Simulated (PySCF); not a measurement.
The scaffold ethyl-X carries different groups X. All species are isolated molecules in the gas phase. One relaxed conformer stands for each flexible species; it need not be the lowest. Strings in code marks are SMILES.

Quantity: vertical ionisation energy (energy after one electron is removed minus that of the parent at the parent's geometry), in eV.

Case: `CCS` (C–C–S–H torsion 62°). Geometry of `CCS` (neutral, multiplicity 1, Å):

```xyz
9

C     -0.9340    -0.2527     0.0575
C      0.3279     0.5928     0.1270
S      1.6982    -0.0215    -0.9181
H     -1.2921    -0.3359    -0.9688
H     -0.7499    -1.2614     0.4318
H     -1.7254     0.1920     0.6668
H      0.6843     0.6919     1.1522
H      0.1415     1.6004    -0.2475
H      1.8496    -1.2055    -0.3008
```

Task: Predict the vertical ionisation energy (energy after one electron is removed minus that of the parent at the parent's geometry) from PBE-D3(BJ)/def2-TZVP // B3LYP-D3(BJ)/def2-TZVP (PySCF).

Result: 9.09 eV.
